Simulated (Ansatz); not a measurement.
Input file:

```yaml
crystal:
  periodic: [false, false, false]
  atoms:
    - {symbol: Si, position_ang: [-0.980276, 0.000000, 0.000000]}
    - {symbol: H, position_ang: [-1.475147, 1.399708, 0.000000]}
    - {symbol: H, position_ang: [-1.475147, -0.699854, 1.212183]}
    - {symbol: H, position_ang: [-1.475147, -0.699854, -1.212183]}
    - {symbol: H, position_ang: [0.796724, 0.000000, 0.000000]}
    - {symbol: N, position_ang: [2.226724, 0.000000, 0.000000]}
basis:
  gaussian: {orbitals: cc-pVDZ}
magnetization: {spin_polarized: true, initial_magnetization: 3}
correlation: {method: ccsd, electrons: outside_noble_gas}
output: {forces: true}
```

```sh
$ ansatz run in.yaml --threads 1 --pin off --events-out ev --progress --plain --max-ram 2393MiB
```

Log:

```
493 factors; integrals over basis functions are off by at most 1.1e-3 eV
mean field evaluation 1: about -9402.3413 eV, gradient 9.7e0 eV
mean field evaluation 2: about -9402.3680 eV, gradient 9.8e0 eV
mean field evaluation 4: about -9403.6434 eV, gradient 1.5e0 eV
mean field evaluation 8: about -9403.6967 eV, gradient 1.7e-1 eV
mean field evaluation 16: about -9402.3416 eV, gradient 9.7e0 eV
mean field -9403.69759744 eV, -345.5795126509 hartree, gradient 8.7e-6 eV, S^2 3.799586; 0 other end points of the search recorded, 0 dependent functions left out
6 core orbitals not correlated: weight in the atoms' cores, before any rotation towards them, 1.000 or more for the frozen orbitals, at most 0.000 for the correlated occupied ones
reference -9403.69759744 eV, -345.5795126509 hartree; 8, 5 occupied and 38, 41 virtual orbitals, 493 factors
second order -5.43263343 eV of doubles, -0.00000000 eV of singles
cycle   1  -6.38475846 eV  change   -9.5e-1 eV  update   7.0e-2
cycle   2  -6.73636807 eV  change   -3.5e-1 eV  update   2.8e-2
cycle   3  -6.76509488 eV  change   -2.9e-2 eV  update   1.1e-2
cycle   4  -6.76633177 eV  change   -1.2e-3 eV  update   5.0e-3
cycle   5  -6.76851328 eV  change   -2.2e-3 eV  update   2.6e-3
cycle   6  -6.76956402 eV  change   -1.1e-3 eV  update   1.2e-3
cycle   7  -6.76993219 eV  change   -3.7e-4 eV  update   4.7e-4
cycle   8  -6.76999222 eV  change   -6.0e-5 eV  update   1.5e-4
cycle   9  -6.76994427 eV  change    4.8e-5 eV  update   5.0e-5
cycle  10  -6.76992839 eV  change    1.6e-5 eV  update   1.6e-5
cycle  11  -6.76992751 eV  change    8.8e-7 eV  update   5.7e-6
cycle  12  -6.76992751 eV  change   -9.4e-9 eV  update   1.5e-6
the calculation of the forces begins
Total energy: -9410.46752496 eV, -345.8283028983 hartree
Atom 0 at    -0.980276     0.000000     0.000000 Å, force     1.312553    -0.000004     0.000000 eV/Å
Atom 1 at    -1.475147     1.399708     0.000000 Å, force     0.005202     0.125828    -0.000000 eV/Å
Atom 2 at    -1.475147    -0.699854     1.212183 Å, force     0.005203    -0.062912     0.108966 eV/Å
Atom 3 at    -1.475147    -0.699854    -1.212183 Å, force     0.005203    -0.062912    -0.108966 eV/Å
Atom 4 at     0.796724     0.000000     0.000000 Å, force    -1.946051    -0.000000    -0.000000 eV/Å
Atom 5 at     2.226724     0.000000     0.000000 Å, force     0.617890     0.000000     0.000000 eV/Å
Dipole moment:    -0.070948     0.000000     0.000000 e Å
```

Forces (eV/Å):
```
Si   1.313  0.000  0.000
H    0.005  0.126  0.000
H    0.005 -0.063  0.109
H    0.005 -0.063 -0.109
H   -1.946  0.000  0.000
N    0.618  0.000  0.000
```

Ran on 1 thread of INTEL XEON PLATINUM 8581C, shared host: 2.6 s wall, 0.19 GiB peak host memory.
